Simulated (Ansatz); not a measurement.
## H₄NOP, SMILES NPO: a search for lower mean-field states

Run with the Python package of Ansatz (0.2.0).

The script reads `h4nop.xyz`:
```text
7

N    -0.56000    0.28730   -0.58050
P     0.11220    0.20120    0.93100
O     1.46380   -0.36040    0.31470
H    -0.19710    1.18680   -1.06350
H    -1.61290    0.47080   -0.51370
H    -0.45760   -1.00660    1.35990
H     1.31300   -0.84710   -0.49350
```

`states_h4nop.py`
```python
from dataclasses import dataclass
import warnings

import ansatz as az
import numpy as np


@dataclass(frozen=True)
class Settings:
    basis_set: str = "def2-SVP"
    xc: str = "pbe"


cfg = Settings()


def main() -> None:
    warnings.simplefilter("ignore", az.DeckWarning)

    geometry = az.Crystal.molecule_from_extxyz("h4nop.xyz")
    symbols = [site.symbol for site in geometry.cartesian_sites]

    start = np.array([site.position_ang for site in geometry.cartesian_sites])
    for factor in [1.0, 1.3]:
        xyz = (start - start.mean(axis=0)) * factor
        scaled = az.Crystal.molecule()
        for symbol, place in zip(symbols, xyz):
            scaled = scaled.atom(symbol, place.tolist())
        setup = (
            scaled.calculation()
            .basis(gaussian=cfg.basis_set)
            .functional(cfg.xc)
            .spin("collinear")
        )
        for search in ("off", "standard"):
            try:
                summary = setup.scf(lower_state_search=search).run().report
            except az.AnsatzError as error:
                print(f"x{factor} search {search}: {type(error).__name__}")
                continue
            state = summary["mean_field"]["state"]
            print(f"all distances x{factor}, search {search:8s} E = {summary['free_energy_ev']:.5f} eV  <S^2> = {abs(state['spin_squared']):.3f}  other states met: {len(summary['mean_field']['others'])}")


if __name__ == "__main__":
    main()
```

```console
$ python states_h4nop.py
all distances x1.0, search off      E = -12876.38758 eV  <S^2> = 0.000  other states met: 0
all distances x1.0, search standard E = -12876.38758 eV  <S^2> = 0.000  other states met: 0
all distances x1.3, search off      E = -12870.75446 eV  <S^2> = 0.000  other states met: 0
all distances x1.3, search standard E = -12870.75446 eV  <S^2> = 0.000  other states met: 0
```

Notes:
- Total energies depend on the basis set; only differences at equal settings carry meaning.
- The count of other states can hold repeated and symmetry-equivalent ends of the search; scaling all distances is a test, and for more than two atoms no physical path.
- The geometry comes from a force field and isn't relaxed at this level.
- Run time: 6.5 s on 1 thread of Arm Neoverse V1, on a shared host, peak memory 0.19 GiB.
